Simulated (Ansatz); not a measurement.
Pd (fcc, Cu type): values from a third-order Birch-Murnaghan fit to a volume scan beside measured ones. Computed values: r2SCAN (plane waves to 500 eV, PAW, scalar-relativistic; Ansatz, an electronic-structure program). Pd is run without spin polarisation. Pd was relaxed with its symmetry unable to fall. The PAW data are Ansatz's earlier set.

```csv
quantity,reference,kind
Lattice constant a (Å),3.876,"measured, corrected to the static lattice"
```

References as given in: Daniel Mejia-Rodriguez, S. B. Trickey, Physical Review B (2018), arXiv:1807.09216.

Task: Estimate the r2SCAN values and the sign and size of each difference.

Result: 
```tsv
quantity	r2SCAN	difference
Lattice constant a (Å)	3.911	+0.9 %
```

r2SCAN overestimates the lattice constant a by 0.9 %.

(Under strain, the slope of the energy per volume gives the stress and its curvature an elastic modulus.)
